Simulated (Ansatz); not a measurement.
Molecule: fluoro(trimethyl)silane, C₃H₉FSi (charge 0, singlet). SMILES: C[Si](C)(C)F
Structure (B3LYP-D3(BJ)/def2-TZVP (Ansatz, an electronic-structure program) minimum search):
```
Si
F 1 1.6195
C 1 1.8648 2 107.28
H 3 1.0920 1 111.15 2 -60.14
H 3 1.0920 4 107.97 1 -122.15
H 3 1.0929 4 107.83 5 -116.27
C 1 1.8648 2 107.28 3 -120.00
H 7 1.0920 1 111.15 2 -60.14
H 7 1.0920 8 107.97 1 -122.15
H 7 1.0929 8 107.83 9 -116.27
C 1 1.8648 2 107.28 3 120.00
H 11 1.0920 1 111.15 2 -60.14
H 11 1.0920 12 107.97 1 -122.15
H 11 1.0929 12 107.83 13 -116.27
```
Charge 0, spin multiplicity 1.

HF/6-31G* beside other levels, property by property. Conventions: UHF or UKS for open shells; atomisation electronic, to ground-state atoms; dispersion terms only where a functional's name holds one; frozen cores in correlated levels; 6-31G* and kin with 6d, 5d where marked; non-relativistic; spin-orbit terms left out. CBS marks a two-point X^-3 extrapolation of the correlation energy; Hartree-Fock from the larger set. Ab initio and DFT rows: single points at B3LYP-D3(BJ) geometries (Ansatz), with unscaled harmonic terms from B3LYP/6-31G* (Ansatz) at its own minima, enthalpies of formation by atomisation with measured atoms.

Coupled cluster (Ansatz) is a level with limits of its own, used here on species with T1 under 0.025 (0.045 for open shells) and stable references: CCSD(T)/CBS(cc-pV(T+d)Z,cc-pV(Q+d)Z).

```tsv
property	HF/6-31G* (Ansatz)	HF/STO-3G (Ansatz)	B3LYP/def2-TZVPD (Ansatz)	B3LYP-D3(BJ)/def2-TZVPD (Ansatz + dftd3)	to compare with
atomisation energy (kcal/mol)	990.5	1215.3	1287.5	1298.9	1302.1 coupled cluster
C-Si bond dissociation enthalpy at 298 K, to [CH3] (CH3) + C[Si](C)F (kcal/mol)	71.2	95.8	87.2	90.1	95.9 coupled cluster
enthalpy of formation at 298 K (kcal/mol)	175.2	-49.6	-121.9	-133.2	-136.4 coupled cluster
```

As the rows show:
- atomisation energy: HF/6-31G* lies 311.6 kcal/mol below coupled cluster.
- C-Si bond dissociation enthalpy at 298 K, to [CH3] (CH3) + C[Si](C)F: HF/6-31G* lies 24.7 kcal/mol below coupled cluster.
- enthalpy of formation at 298 K: HF/6-31G* lies 311.6 kcal/mol above coupled cluster.

The properties are those with a value to compare with, at most eight drawn at random. No case is left out for the size of its miss. Left out are saddle points of the reference geometry, anions that the best level run finds unbound, excited spin states, species near biochemistry, 298 K rows of species without real B3LYP wavenumbers, cases with under five habitual levels, runs that failed or that the program found above a lower state of the same kind, table entries that another table contradicts, and a share of species set aside by lot.
